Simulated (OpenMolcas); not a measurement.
# N2O (nitrous oxide) at 6 levels

We compute a comparison of 6 runs (HF/STO-3G, B3LYP/6-31G*, B2PLYP/cc-pVTZ, BHLYP/cc-pVTZ, BLYP/cc-pVTZ, SVWN5/cc-pVTZ) of N2O (nitrous oxide). 

The calculation is run with OpenMolcas 26.06.

### Step 1. Starting point

N2O: 3 atoms, total charge 0, spin state singlet. SMILES: `N#[N+][O-]`. The coordinates come from a PBE0-D4/def2-TZVP relaxation.

Bond lengths: N1–N2 1.118 Å, N2–O3 1.174 Å. Angles: N1–N2–O3 180.0°.

### Step 2. Energy and gradient at HF/STO-3G (run 1)

mol.input reads:

```
&GATEWAY
  BasLib=$CurrDir
  Coord
  3
  angstrom
  N       -0.511700       1.001300      -0.167900
  N       -0.008400       0.016500      -0.002800
  O        0.520100      -1.017800       0.170700
  Basis=STO-3G
  Group=NoSym

&SEWARD

&SCF
  Thresholds=1e-10 1e-07 1e-07 1e-05
  PrOrbitals=1 2

&ALASKA
```

The basis set STO-3G is read from a file made from the Basis Set Exchange's data (not shown).

The run is started by

```bash
export MOLCAS_MEM=1860
pymolcas mol.input > mol.log
```

Standard output:

```text
--- Start Module: gateway ---
[...]
--- Stop Module: gateway /rc=_RC_ALL_IS_WELL_ ---
[...]
      Basis functions           15
[...]
--- Start Module: scf ---
[...]
       Convergence after  13 Iterations
[...]
::    Total SCF energy                               -181.1867984728
[...]
      Total spin, S                                     0.0000000000
[...]
      Total electronic charge=   22.000000
      Total            charge=   -0.000000
[...]
      Dipole Moment (debye):
      Origin of the operator (angstrom)=    0.0235   -0.0461    0.0077
                   X= -4.4464E-02               Y=  8.7170E-02               Z= -1.4703E-02           Total=  9.8954E-02
      Quadrupole Moment (debye*angstrom):
[...]
--- Stop Module: scf /rc=_RC_ALL_IS_WELL_ ---
--- Start Module: alaska ---
[...]
 *              Molecular gradients               *
 **************************************************
  Irreducible representation: a
 ------------------------------------------------------------------------------------------
                              X                       Y                       Z
 ------------------------------------------------------------------------------------------
  N1                6.24507829895879E-02   -1.22209012509350E-01    2.04947187826012E-02
  N2                1.08849049561204E-02   -2.13006130708133E-02    3.57221434169974E-03
  O3               -7.33356879457148E-02    1.43509625580160E-01   -2.40669331242986E-02
 ------------------------------------------------------------------------------------------
--- Stop Module: alaska /rc=_RC_ALL_IS_WELL_ ---
[...]
```

Wall time 1.8 s (1 thread of Arm Neoverse V1, shared host); peak memory 0.37 GiB.

### Step 3. Energy and gradient at B3LYP/6-31G(d) (Cartesian functions) (run 2)

mol.inp reads:

```
&GATEWAY
  BasLib
  $CurrDir
  Coord
  3
  angstrom
  N       -0.511700       1.001300      -0.167900
  N       -0.008400       0.016500      -0.002800
  O        0.520100      -1.017800       0.170700
  Basis
  6-31Gs
  Group
  NoSym

&SEWARD
  GridInput
  Grid=UltraFine
  End of Grid

&SCF
  KSDFT
  B3LYP
  Thresholds
  1e-10 1e-07 1e-07 1e-05
  PrOrbitals
  1 2

&ALASKA
```

The basis set 6-31G* is read from a file made from the Basis Set Exchange's data (not shown).

The run is started by

```bash
export MOLCAS_MEM=1860
pymolcas mol.inp > mol.log
```

Standard output:

```text
--- Start Module: gateway ---
[...]
--- Stop Module: gateway /rc=_RC_ALL_IS_WELL_ ---
[...]
      Basis functions           45
[...]
--- Start Module: scf ---
[...]
       Convergence after  15 Iterations
[...]
::    Total KS-DFT energy                            -184.6590760627
[...]
      Total spin, S                                     0.0000000000
[...]
      Total electronic charge=   22.000000
      Total            charge=   -0.000000
[...]
      Dipole Moment (debye):
      Origin of the operator (angstrom)=    0.0235   -0.0461    0.0077
                   X=  1.7637E-02               Y= -3.4371E-02               Z=  5.6883E-03           Total=  3.9049E-02
      Quadrupole Moment (debye*angstrom):
[...]
--- Stop Module: scf /rc=_RC_ALL_IS_WELL_ ---
[...]
--- Start Module: alaska ---
[...]
 *              Molecular gradients               *
 **************************************************
  Irreducible representation: a
 ------------------------------------------------------------------------------------------
                              X                       Y                       Z
 ------------------------------------------------------------------------------------------
  N1                1.97359160341417E-02   -3.86302546722135E-02    6.48331961388626E-03
  N2               -5.15039526157429E-03    1.00983155112725E-02   -1.70387827155327E-03
  O3               -1.45855207725667E-02    2.85319391609455E-02   -4.77944134233121E-03
 ------------------------------------------------------------------------------------------
--- Stop Module: alaska /rc=_RC_ALL_IS_WELL_ ---
[...]
```

Wall time 7.8 s (1 thread of Arm Neoverse V1, shared host); peak memory 0.38 GiB.

Runs 3 to 5 aren't shown in full; the table further down has their settings and results.

### Step 4. Energy and forces at SVWN5/cc-pVTZ (run 6)

test.inp reads:

```
>>> EXPORT MOLCAS_PRINT=2

&GATEWAY
 BasLib=$CurrDir
 Coord
 3
 angstrom
 N       -0.511700       1.001300      -0.167900
 N       -0.008400       0.016500      -0.002800
 O        0.520100      -1.017800       0.170700
 Basis=cc-pVTZ
 Group=NoSym

&SEWARD
 GridInput
 Grid=UltraFine
 End of Grid

&SCF
 KSDFT=SVWN5
 Thresholds=1e-10 1e-07 1e-07 1e-05
 PrOrbitals=1

&ALASKA
```

The basis set cc-pVTZ is read from a file made from the Basis Set Exchange's data (not shown).

The run is started by

```bash
export MOLCAS_MEM=1860
pymolcas test.inp > test.log
```

Standard output:

```text
--- Start Module: gateway ---
[...]
--- Stop Module: gateway /rc=_RC_ALL_IS_WELL_ ---
[...]
      Basis functions           90
[...]
--- Start Module: scf ---
[...]
       Convergence after  17 Iterations
[...]
::    Total KS-DFT energy                            -183.3607062800
[...]
      Total spin, S                                     0.0000000000
[...]
      Total electronic charge=   22.000000
      Total            charge=   -0.000000
[...]
      Dipole Moment (debye):
      Origin of the operator (angstrom)=    0.0235   -0.0461    0.0077
                   X=  8.4557E-02               Y= -1.6535E-01               Z=  2.7669E-02           Total=  1.8777E-01
      Quadrupole Moment (debye*angstrom):
[...]
--- Stop Module: scf /rc=_RC_ALL_IS_WELL_ ---
[...]
--- Start Module: alaska ---
[...]
 *              Molecular gradients               *
 **************************************************
  Irreducible representation: a
 ------------------------------------------------------------------------------------------
                              X                       Y                       Z
 ------------------------------------------------------------------------------------------
  N1                1.34173886537319E-02   -2.62666575533892E-02    4.41046564740732E-03
  N2               -1.14281515786115E-02    2.23860444544717E-02   -3.76608247973554E-03
  O3               -1.98923707506893E-03    3.88061309895704E-03   -6.44383167671680E-04
 ------------------------------------------------------------------------------------------
--- Stop Module: alaska /rc=_RC_ALL_IS_WELL_ ---
[...]
```

It took 17 s on 1 thread of Arm Neoverse V1, shared host; peak memory 0.49 GiB.

### Step 5. The series

| run | level | Cartesian functions | integration grid | energy (Eh) | dipole moment (D) | HOMO energy (eV) | LUMO energy (eV) | wall time |
| --- | --- | --- | --- | --- | --- | --- | --- | --- |
| 1 | HF/STO-3G | no | – | -181.186798 | 0.10 | -10.03 | 7.08 | 1.8 s |
| 2 | B3LYP/6-31G* (Cartesian functions) | yes | UltraFine | -184.659076 | 0.04 | -9.32 | -0.22 | 7.8 s |
| 3 | B2PLYP/cc-pVTZ | no | UltraFine | -184.619396 | 0.24 | -11.07 | 1.52 | 16 s |
| 4 | BHLYP/cc-pVTZ | no | UltraFine | -184.622594 | 0.22 | -11.15 | 1.12 | 19 s |
| 5 | BLYP/cc-pVTZ | no | UltraFine | -184.726698 | 0.17 | -8.14 | -1.14 | 23 s |
| 6 | SVWN5/cc-pVTZ | no | UltraFine | -183.360706 | 0.19 | -8.51 | -1.49 | 17 s |

### Step 6. Outcome

| quantity | value |
| --- | --- |
| run 6: total energy | -183.36071 Eh |
| run 6: dipole moment | 0.19 D |
| run 6: HOMO energy | -8.51 eV |
| run 6: LUMO energy | -1.49 eV |
| run 6: HOMO–LUMO gap | 7.03 eV |
| run 6: largest force on an atom | 1.534 eV/Å |

The dipole moment (its size) runs from 0.04 D (B3LYP/6-31G*) to 0.24 D (B2PLYP/cc-pVTZ). The two ends differ in method and basis. The two dipoles point in opposite directions. A double hybrid's value is that of its SCF part. The HOMO–LUMO gap runs from 7.00 eV (BLYP/cc-pVTZ) to 17.12 eV (HF/STO-3G). For B2PLYP the log adds the whole second-order term; the table takes 0.27 of it, as the functional is defined. Totals of different functionals can't be ranked against each other. In run 1 the basis is minimal, so the values are rough. All runs together took 83 s, the longest 23 s.
